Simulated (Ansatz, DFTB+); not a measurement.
## C3H4O: which of these isomers lies lowest?

2 of its isomers, all singlets with charge 0: A = propargyl alcohol `C#CCO`; B = cyclopropanone `O=C1CC1`.

Shapes, held fixed at every level: PBE0-D4/def2-TZVP. Flexible molecules stand in one conformer, not always the lowest. Programs: Ansatz 0.2.0, DFTB+ 25.1.

Electronic energies in kJ/mol, without zero-point or thermal terms.

```csv
level,kind,B − A
DFTB2-D4,semi-empirical,-3.9
r2SCAN-D4/def2-TZVPP,meta-GGA,-57.9
BHLYP-D4/def2-TZVPP,global hybrid,-36.6
r2SCAN0-D4/def2-TZVPP,global hybrid,-56.5
B2PLYP/def2-TZVPP,double hybrid,-33.8
MP2/def2-TZVPP,perturbation theory,-29.6
CCSD(T)/def2-TZVPP,coupled cluster or CI,-31.1
CCSD/def2-TZVPP,coupled cluster or CI,-29.8
CCSD(T)/CBS estimate,coupled cluster or CI,-25.8
```

The highest level, CCSD(T)/CBS estimate, puts B lowest of these. All levels agree on that. The B − A difference spans -57.9 to -3.9 kJ/mol over the levels. The CBS estimate extrapolates MP2 from def2-TZVPP and def2-QZVPP and adds CCSD(T) − MP2 in the triple-zeta set, cores frozen.
